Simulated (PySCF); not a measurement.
# Property card for `CCC1=C[C+]1F`

Compound: C₅H₆F (charge +1).
Bonds: C1–C2, C2–C3, C3–C4 (double), C4–C5, C5–F6, C3–C5. Hydrogens: H7, H8, H9 on C1; H10, H11 on C2; H12 on C4.

**PBE0-D3(BJ)/def2-SVP geometry optimisation, gas phase (PySCF)**

* Rotational constants A, B, C: 6.702, 2.437, 1.828 GHz

From B3LYP/def2-SVPD ground state and vertical TDDFT (core frozen in the response) (PySCF):

- HOMO energy: -14.52 eV
- LUMO energy: -7.51 eV
- HOMO–LUMO gap: 7.01 eV
- Lowest singlet excitation: 6.20 eV (200 nm, f = 0.031)
- Strongest line among the 6 lowest singlet transitions: S5 at 7.12 eV (174 nm, f = 0.036)
- Static isotropic polarisability: 50.7 au
- Electronic spatial extent ⟨r²⟩ about the centre of nuclear charge: 624 bohr²

Monoisotopic mass of the ion (most abundant isotopes, electron mass counted): 85.0448 u.

With B = h/(8π²I), that is 505.379 GHz u Å² over I, the principal moments of inertia are 75.4, 207.4 and 276.4 u Å² (most abundant isotopes). In wavenumbers S1 is 50000 cm⁻¹ (1 eV = 8065.54 cm⁻¹). The polarisability is 7.51 Å³ as a volume (1 au = 0.148185 Å³), or 1.15 au for each of the 44 electrons. S1 lies 0.81 eV below the HOMO–LUMO gap; its leading configuration is HOMO→LUMO, weight 0.98. The largest Löwdin shares of the LUMO are 0.43 on C4, 0.31 on C3, 0.09 on C5 and 0.06 on H12. The largest Löwdin shares of the HOMO are 0.33 on C1, 0.18 on C2, 0.14 on H9 and 0.13 on H8.

The values belong to the conformer `[CH3:1][CH2:2][c:3]1[cH:4][c+:5]1[F:6]`: C1–C2–C3–C4 -177°.
